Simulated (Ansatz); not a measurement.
A made-up structure of CH₃SSi, doublet:

C1  (-0.722, -0.103, -0.659)
Si2  (0.590, 0.157, 0.544)
S3  (1.643, -1.270, 1.371)
H4  (1.116, -1.036, -0.018)
H5  (-0.994, -1.100, -0.990)
H6  (0.772, 1.601, 0.831)
(Å)

It is relaxed with PBE-D4/def2-SVP and then PBE0-D4/def2-TZVP (Ansatz 0.2.0). Atoms count as bonded within 1.22 times the sum of their covalent radii (H–H: 0.88 Å). The end point is not checked to be a true minimum.

Task: Does its bonding change? (A judgement: the text doesn't fix the answer.)

Result: Computed: Yes. Formed: none; broken: Si2–H4.

Where it ends: The first stage lowers the energy by 2.20 eV in 13 steps. It ends as CH₃SSi ([CH][SiH][SH]):
```tsv
atom	x (Å)	y (Å)	z (Å)
C1	-0.7619	-0.1839	-0.6267
Si2	0.4367	0.2839	0.4243
S3	2.0310	-0.9072	1.1380
H4	1.6411	-1.9879	0.4400
H5	-1.4839	-0.5876	-1.3090
H6	0.5410	1.6318	1.0117
```

Labels in which every atom is bracketed show which atoms are joined, not bond orders.

For scale, one of the runs: PBE0-D4/def2-TZVP relaxation, 123 basis functions, launched by `ansatz run in.yaml --threads 2 --pin off --events-out ev --progress --plain --max-ram 4352MiB`. The run took about 17 s on 2 CPU threads of an Intel Xeon 6975P-C (shared host).
